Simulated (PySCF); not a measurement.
**How well do the runs reproduce experiment for dichlorosilane?**

**Measured values to compare with.**

From NIST CCCBDB Release 22 (SRD 101), experimental dipoles, for the gas: dipole moment (microwave Stark effect, vibrational ground state) 1.13 ± 0.02 D.

The results are set against them at the end.

Compound: dichlorosilane, Cl2H2Si.
Atom-mapped SMILES: `[Cl:1][SiH2:2][Cl:3]` (hydrogens: H4, H5 on Si2)

Structure used (PBE0-D3(BJ)/def2-TZVP), in Å, numbered top down from 1:
```xyz
5
Cl2H2Si angstrom
Cl    -1.9690    1.4061    0.4161
Si    -0.3081    0.2218    0.4437
Cl     1.3745    1.3717    0.3671
H     -0.2974   -0.5380    1.7081
H     -0.3356   -0.6490   -0.7468
```

Runs made with PySCF (gas phase, on this PBE0-D3(BJ)/def2-TZVP geometry; no spin–orbit coupling):

```csv
level,job,basis functions,wall time
"PBE0-D3(BJ)/def2-TZVP, grid level 2",geometry optimisation from a GFN2-xTB start shaken at random,123,25 s
B97-2/pcSseg-2,shieldings,157,9.0 s
KT3/pcSseg-2,shieldings,157,13 s
PBE0/pcSseg-2,"shieldings, charges and field gradients",157,11 s
wB97X-D/pcSseg-2,shieldings,157,12 s
CAM-B3LYP/aug-cc-pVTZ,"10 singlets by full TDDFT, 4 Tamm–Dancoff triplets, polarisability",196,16 s
PBE0/aug-cc-pVTZ,"10 singlets by full TDDFT, 4 Tamm–Dancoff triplets, polarisability, dynamic polarisability",196,15 s
wB97X-D/aug-cc-pVTZ,"10 singlets by full TDDFT, 4 Tamm–Dancoff triplets, polarisability, ΔSCF ions",196,53 s
```

Hardware: Intel Xeon Platinum 8259CL at 2.50 GHz, one thread, no GPU, on a shared host.

## Comparison

**Dipole moment.** Measured: 1.13 D (NIST CCCBDB Release 22 (SRD 101), experimental dipoles).

```
                level  computed (D)  computed − measured (D)  % (from the printed values)
PBE0-D3(BJ)/def2-TZVP          1.15                    +0.02                           +2
       B97-2/pcSseg-2          1.38                    +0.25                          +22
         KT3/pcSseg-2          1.29                    +0.16                          +14
        PBE0/pcSseg-2          1.38                    +0.25                          +22
     wB97X-D/pcSseg-2          1.42                    +0.29                          +26
CAM-B3LYP/aug-cc-pVTZ          1.28                    +0.15                          +13
     PBE0/aug-cc-pVTZ          1.22                    +0.09                           +8
  wB97X-D/aug-cc-pVTZ          1.24                    +0.11                          +10
```

Closest is PBE0-D3(BJ)/def2-TZVP (+0.02 D), furthest wB97X-D/pcSseg-2 (+0.29 D); one molecule doesn't rank methods. All 8 levels lie above the measurement. The computed dipoles belong to one fixed geometry; measured ones are averaged over vibrations unless marked μe. Magnitudes are compared, not signs.

No measured geometry was used, and the causes of the misses weren't examined.
